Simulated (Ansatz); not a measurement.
Relaxation of CH6Si (8 atoms, charge 0, multiplicity 1), to a largest force component of 0.03 eV/Å in at most 50 steps.

Method: RKS B3LYP-D4/def2-SVP in Ansatz.

```xyz
8
Properties=species:S:1:pos:R:3
Si -0.172 -0.049 -0.911
C 1.408 0.024 1.715
H 0.339 -0.238 1.594
H 1.894 -0.768 2.301
H 1.485 0.994 2.225
H 1.915 0.094 0.734
H -0.954 1.056 -0.201
H -1.013 -1.113 -0.194
```

Task: Where does it end, and by what steps?

Result: The run converged. After 6 steps the energy has fallen by 0.028 eV; H6 moved furthest, 0.47 Å.

| step | energy less start (eV) | largest force component (eV/Å) | accepted |
| --- | --- | --- | --- |
| 0 | 0.0000 | 0.254 | yes |
| 1 | -0.0052 | 0.178 | yes |
| 2 | -0.0120 | 0.196 | yes |
| 3 | -0.0165 | 0.529 | yes |
| 4 | -0.0218 | 0.363 | yes |
| 5 | -0.0265 | 0.031 | yes |
| 6 | -0.0280 | 0.013 | yes |

```xyz
8
Properties=species:S:1:pos:R:3
Si -0.018 -0.013 -0.917
C 1.301 0.014 1.740
H 0.259 -0.208 1.997
H 1.962 -0.766 2.141
H 1.585 1.002 2.124
H 1.466 0.026 0.634
H -0.831 1.076 -0.212
H -0.820 -1.131 -0.245
```

Whether the end is a true minimum wasn't checked by a vibrational analysis.

The run took 6.4 s on 1 thread of Intel(R) Xeon(R) 6975P-C (Granite Rapids), with other jobs on the host, peak memory 0.13 GiB.
